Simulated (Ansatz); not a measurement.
## singlet CHP: levels of theory in one basis

```xyz
3

H     0.0000    0.0003   -1.2360
C     0.0000    0.0000   -0.1522
P     0.0000   -0.0003    1.3882
```

Basis set: def2-SVP (spherical functions). Frozen core: 6 orbitals. Charge 0, multiplicity 1.

Computed with Ansatz (development build ahead of 0.2.0); each method stands on the lowest determinant of its kind that the runs found.

```csv
method,E − E(RHF) (eV),<S²> of the determinant
RHF,0.00,0.00
UHF,-0.14,0.53
RHF-MP2,-6.73,–
RHF-CCSD(T),-7.53,–
UHF-CCSD(T),-7.48,0.53
```

What does UHF-MP2 give on the same scale?

-5.88 eV.

Caution for UHF, UHF-MP2, UHF-CCSD(T): the unrestricted determinant is spin contaminated. Caution for UHF-MP2, UHF-CCSD(T): a plain start can end on a higher determinant.
